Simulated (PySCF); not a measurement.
Below is a simulated gas-phase C 1s photoelectron spectrum of trans 3-chloropropionitrile (`N#CCCCl`).

Every computed line was given a Gaussian of 1.0 eV full width at half maximum and an area set by the number of equivalent atoms; the highest printed point is 100. Level of theory: delta-SCF UKS SCAN, pcX-2 on the ionised atom, pcseg-1 elsewhere, spin-free X2C in PySCF.

```
binding energy (eV)  intensity
              291.3          0
              291.4          0
              291.5          1
              291.6          1
              291.7          2
              291.8          4
              291.9          6
              292.0         10
              292.1         16
              292.2         24
              292.3         34
              292.4         46
              292.5         59
              292.6         72
              292.7         84
              292.8         93
              292.9         99
              293.0        100
              293.1         97
              293.2         89
              293.3         79
              293.4         66
              293.5         53
              293.6         41
              293.7         30
              293.8         21
              293.9         14
              294.0          9
              294.1          5
              294.2          3
              294.3          2
              294.4          1
              294.5          0
              294.6          0
              294.7          0
```

**Question.** Count the maxima, the lines and the sites behind this envelope.

**Answer.** The curve has 1 maximum (at 293.0 eV). Under it lie 3 lines from 3 inequivalent carbon sites. At this width some lines have no maximum of their own.

**Question.** Decompose the envelope and assign each component. Numbering: `[N:1]#[C:2][CH2:3][CH2:4][Cl:5]`.

**Answer.** 
```tsv
position (eV)	relative area	line	atoms	environment
292.77	1	C 1s	C2	nitrile carbon
292.96	1	C 1s	C3	sp3 carbon next to a nitrile
293.21	1	C 1s	C4	sp3 C–Cl carbon
```

The listed C 1s values span 0.44 eV, from C2 (bonded to N (triple bond) and C) to C4 (bonded to Cl, C and 2 H). The widest gap between neighbouring values is 0.25 eV, between 292.96 and 293.21 eV.

No satellites, vibrations or lifetime broadening are included. Isolated species at its PBE0-D3(BJ)/def2-SVP geometry (one conformer only).

Hardware: one thread of an Arm Neoverse N1, shared host. Cost: 61 s of wall time, 0.50 GiB resident at most.

The values belong to the conformer `[N:1]#[C:2][CH2:3][CH2:4][Cl:5]`: C2–C3–C4–Cl5 180°.
